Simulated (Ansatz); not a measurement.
hcp Tl was calculated with PBE-D3(BJ) (Ansatz, an electronic-structure program, plane waves, PAW).

Settings: plane-wave cutoff 520 eV, 18×18×10 k mesh (along the axes of the cell as run), Fermi–Dirac smearing 0.05 eV, scalar-relativistic PAW data made under PBE.

The volume scan:

```tsv
V (Å³/atom)	E − E_lowest (meV/atom)	P (GPa)
28.415	5.19	1.462
29.007	1.25	0.687
29.599	0.00	0.004
30.191	1.12	-0.596
30.783	4.32	-1.124
```

Q: Estimate the bulk modulus from the pressures at 29.007 and 30.191 Å³/atom, and compare it with a fit to all energies.

A: B = −V dP/dV. Between V = 29.007 and 30.191 Å³/atom, dP/dV = (-0.596 − (0.687))/(30.191 − 29.007) = -1.08 GPa per Å³/atom; at the midpoint 29.599 Å³/atom this gives B ≈ 32.1 GPa. The third-order Birch–Murnaghan fit gives V0 = 29.603 Å³/atom, B0 = 32.0 GPa, B′ = 5.4, which lies within 1 % of that estimate.

Shape and atoms are relaxed at each volume.

Measured, for comparison: bulk modulus 37.4 GPa (copied from a table, unchecked, extrapolated to 0 K and zero-point effects removed; as tabulated in Lejaeghere et al. (2013), arXiv:1204.2733). Computed (rounded) less measured: bulk modulus not scored (unchecked).

Note: the bulk modulus comes from volumes at which shape and atoms were relaxed.

Spin–orbit coupling is not included; it can shift volumes and moduli of such heavy elements.

Static lattice: no zero-point or thermal effects.

Cost on a shared machine: roughly 2.8 core-minutes.
